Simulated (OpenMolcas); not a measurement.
# CH5NSi (SMILES C[Si]N) at 6 levels

Wanted: a comparison of 6 runs (HF/3-21G, PBE/def2-SVPD, r2SCAN/def2-SVPD, revPBE/def2-SVPD, MP2/def2-SVPD, CCSD(T)/def2-SVPD) of CH5NSi. 

The results are computed with OpenMolcas 26.06.

1 further run of the same task is left out (set aside as unsound or not needed).

## (1) The system as given

CH5NSi: 8 atoms, total charge 0, spin state singlet. SMILES: `C[Si]N`. The shape is that of a PBE0-D4/def2-TZVP optimisation. This is one conformer, not always the lowest.

Bond lengths: C1–Si2 1.904 Å, Si2–N3 1.709 Å, C1–H4 1.094 Å, C1–H5 1.094 Å, C1–H6 1.098 Å, N3–H7 1.008 Å, N3–H8 1.010 Å. Angles: C1–Si2–N3 98.7°, Si2–C1–H4 115.0°, Si2–C1–H5 110.7°, Si2–C1–H6 107.9°, Si2–N3–H7 121.7°, Si2–N3–H8 126.1°, H4–C1–H5 108.8°, H4–C1–H6 108.0°, H5–C1–H6 106.1°, H7–N3–H8 112.1°.

## (2) Energy and gradient at HF/3-21G (run 1)

job.inp

```
>>> EXPORT MOLCAS_PRINT=2

&gateway
 baslib
 $CurrDir
 coord
 8
 angstrom
 C       -0.660000       0.824700      -0.552100
 Si       0.963800       0.653800       0.427700
 N        0.932200      -1.034400       0.690700
 H       -1.026400      -0.101800      -1.004300
 H       -0.562500       1.583400      -1.334100
 H       -1.431400       1.195000       0.135900
 H        1.651200      -1.501900       1.220100
 H        0.225200      -1.675700       0.360300
 basis
 3-21G
 group
 NoSym

&seward

&scf
 thresholds
 1e-10 1e-07 1e-07 1e-05
 prorbitals
 1 1

&alaska
```

The basis set 3-21G is read from a file made from the Basis Set Exchange's data (not shown).

The run is started by

```console
$ export MOLCAS_MEM=1860
$ pymolcas job.inp > job.log
```

Log:

```text
--- Start Module: gateway ---
[...]
--- Stop Module: gateway /rc=_RC_ALL_IS_WELL_ ---
[...]
      Basis functions           41
[...]
--- Start Module: scf ---
[...]
       Convergence after  12 Iterations
[...]
::    Total SCF energy                               -382.1209393097
[...]
      Total spin, S                                     0.0000000000
[...]
      Total electronic charge=   32.000000
      Total            charge=   -0.000000
[...]
      Dipole Moment (debye):
      Origin of the operator (angstrom)=    0.5243    0.2236    0.2437
                   X= -8.2006E-01               Y= -2.0193E+00               Z= -1.1498E-01           Total=  2.1825E+00
      Quadrupole Moment (debye*angstrom):
[...]
--- Stop Module: scf /rc=_RC_ALL_IS_WELL_ ---
--- Start Module: alaska ---
[...]
 *              Molecular gradients               *
 **************************************************
  Irreducible representation: a
 ------------------------------------------------------------------------------------------
                              X                       Y                       Z
 ------------------------------------------------------------------------------------------
  C1                1.78285357102359E-02   -5.16515055029187E-03    1.00951199986259E-02
  SI2              -1.34746105301611E-02   -1.15198763911586E-02   -4.81909916741996E-03
  N3               -1.18506894740000E-03    2.14093814267535E-02   -4.46676296396964E-03
  H4               -1.99904024718678E-03   -4.80809644912039E-03   -2.15705580230674E-03
  H5                8.42281495167778E-04    4.01559634810056E-03   -3.02099884341667E-03
  H6               -1.55866106894242E-03    1.86184716923532E-03    3.58971075482417E-03
  H7                3.78931182603548E-03   -1.93416879637320E-03    2.70893211473355E-03
  H8               -4.24274823771498E-03   -3.85953275712358E-03   -1.92984609107105E-03
[...]
--- Stop Module: alaska /rc=_RC_ALL_IS_WELL_ ---
[...]
```

Wall time 3.3 s (1 thread of AMD EPYC 7R43 (Zen 3), shared host); peak memory 0.37 GiB.

## (3) Energy and forces at PBE/def2-SVPD (run 2)

calc.inp

```
>>> EXPORT MOLCAS_PRINT=2

&gateway
  baslib
  $CurrDir
  coord
  8
  angstrom
  C       -0.660000       0.824700      -0.552100
  Si       0.963800       0.653800       0.427700
  N        0.932200      -1.034400       0.690700
  H       -1.026400      -0.101800      -1.004300
  H       -0.562500       1.583400      -1.334100
  H       -1.431400       1.195000       0.135900
  H        1.651200      -1.501900       1.220100
  H        0.225200      -1.675700       0.360300
  basis
  def2-SVPD
  group
  NoSym

&seward
  gridinput
  Grid=UltraFine
  End of Grid

&scf
  ksdft
  PBE
  thresholds
  1e-10 1e-07 1e-07 1e-05
  prorbitals
  1 2

&alaska
```

The basis set def2-SVPD is read from a file made from the Basis Set Exchange's data (not shown).

The run is started by

```console
$ export MOLCAS_MEM=1860
$ pymolcas calc.inp > calc.log
```

Log:

```text
--- Start Module: gateway ---
[...]
--- Stop Module: gateway /rc=_RC_ALL_IS_WELL_ ---
[...]
      Basis functions          104
[...]
--- Start Module: scf ---
[...]
       Convergence after  15 Iterations
[...]
::    Total KS-DFT energy                            -384.9262115126
[...]
      Total spin, S                                     0.0000000000
[...]
      Total electronic charge=   32.000000
      Total            charge=   -0.000000
[...]
      Dipole Moment (debye):
      Origin of the operator (angstrom)=    0.5243    0.2236    0.2437
                   X= -8.4408E-01               Y= -1.8519E+00               Z= -1.6483E-01           Total=  2.0419E+00
      Quadrupole Moment (debye*angstrom):
[...]
--- Stop Module: scf /rc=_RC_ALL_IS_WELL_ ---
[...]
--- Start Module: alaska ---
[...]
 *              Molecular gradients               *
 **************************************************
  Irreducible representation: a
 ------------------------------------------------------------------------------------------
                              X                       Y                       Z
 ------------------------------------------------------------------------------------------
  C1               -3.84748374640598E-03    9.07283976197437E-04   -1.97050839411173E-03
  SI2              -6.93044746048876E-03   -1.81421910644506E-02   -1.11144621088100E-03
  N3               -1.75520022566600E-04    4.84737153058568E-03   -9.32825116988445E-04
  H4                3.77724772418242E-03    8.48006064421369E-03    4.25525397076942E-03
  H5               -2.90876479653285E-04   -6.76195650025324E-03    7.02640728140791E-03
  H6                6.83689781727370E-03   -3.31507403806430E-03   -5.39750320507393E-03
  H7               -7.77951767781460E-03    5.58602611550141E-03   -5.78121113672347E-03
  H8                8.40969984544682E-03    8.39847933618909E-03    3.91183281159468E-03
[...]
--- Stop Module: alaska /rc=_RC_ALL_IS_WELL_ ---
[...]
```

Run time: 61 s. Hardware: 1 thread of AMD EPYC 7R43 (Zen 3), shared host; peak memory 0.59 GiB.

Runs 3 to 5 aren't shown in full; the table further down has their settings and results.

## (4) The energy at CCSD(T)/def2-SVPD (Cholesky decomposition) (run 6)

mol.xyz

```xyz
8

C     -0.660000     0.824700    -0.552100
Si     0.963800     0.653800     0.427700
N      0.932200    -1.034400     0.690700
H     -1.026400    -0.101800    -1.004300
H     -0.562500     1.583400    -1.334100
H     -1.431400     1.195000     0.135900
H      1.651200    -1.501900     1.220100
H      0.225200    -1.675700     0.360300
```

calc.inp

```
* CH5NSi CCSD(T)
&GATEWAY
BasLib=$CurrDir
Coord=mol.xyz
Basis=def2-SVPD
Group=NoSym
&SEWARD
High
&SCF
Thresholds=1e-10 1e-07 1e-07 1e-05
PrOrbitals=1 1
&CHCC
Frozen=7
Threshold=1e-08
MaxIterations=80
&CHT3
Frozen=7
```

The basis set def2-SVPD is read from a file made from the Basis Set Exchange's data (not shown).

The run is started by

```console
$ export MOLCAS_MEM=1860
$ pymolcas calc.inp > calc.log
```

Log:

```text
--- Start Module: gateway ---
[...]
--- Stop Module: gateway /rc=_RC_ALL_IS_WELL_ ---
[...]
      Basis functions          104
[...]
       Convergence after  12 Iterations
[...]
::    Total SCF energy                               -384.0010367611
[...]
      Total spin, S                                     0.0000000000
[...]
      Total electronic charge=   32.000000
      Total            charge=   -0.000000
[...]
      Dipole Moment (debye):
      Origin of the operator (angstrom)=    0.5243    0.2236    0.2437
                   X= -9.1111E-01               Y= -1.7802E+00               Z= -2.3843E-01           Total=  2.0140E+00
      Quadrupole Moment (debye*angstrom):
[...]
--- Start Module: chcc ---
[...]
--- Stop Module: chcc /rc=_RC_ALL_IS_WELL_ ---
[...]
--- Start Module: cht3 ---
[...]
--- Stop Module: cht3 /rc=_RC_ALL_IS_WELL_ ---
[...]
```

Wall time 5.4 min (1 thread of AMD EPYC 7R43 (Zen 3), shared host); peak memory 0.16 GiB.

## (5) Overview of the runs

```
run                                       level  integration grid      task  energy (Eh)  dipole moment (D) of the reference  HOMO energy (eV)  LUMO energy (eV)  wall time
  1                                    HF/3-21G                 –  gradient  -382.120939                                2.18             -8.27              2.44      3.3 s
  2                               PBE/def2-SVPD         UltraFine  gradient  -384.926212                                2.04             -5.01             -1.95       61 s
  3                            r2SCAN/def2-SVPD         UltraFine  gradient  -385.112327                                2.14             -5.18             -1.82       89 s
  4                            revPBE/def2-SVPD         UltraFine  gradient  -385.112763                                2.05             -4.98             -1.89       55 s
  5                               MP2/def2-SVPD                 –    energy  -384.427018                                2.01             -8.43              2.17       23 s
  6  CCSD(T)/def2-SVPD (Cholesky decomposition)                 –    energy  -384.482575                                2.01             -8.43              2.17    5.4 min
```

## (6) Outcome

```
                                          quantity          value
                               run 6: total energy  -384.48257 Eh
         run 6: dipole moment (mean-field density)         2.01 D
        run 6: HOMO energy (Hartree–Fock orbitals)       -8.43 eV
        run 6: LUMO energy (Hartree–Fock orbitals)        2.17 eV
      run 6: HOMO–LUMO gap (Hartree–Fock orbitals)       10.60 eV
run 6: correlation energy (7 core orbitals frozen)     -481.5 mEh
                             run 6: (T) correction     -15.97 mEh
```

In words: Over runs 1, 2, 3, 4 the dipole moment (its size) runs from 2.04 D (PBE/def2-SVPD) to 2.18 D (HF/3-21G). The two ends differ in method and basis. Over runs 1, 2, 3, 4 the HOMO–LUMO gap runs from 3.06 eV (PBE/def2-SVPD) to 10.71 eV (HF/3-21G). Totals of different functionals can't be ranked against each other. All runs together took 9.2 min, the longest 5.4 min.
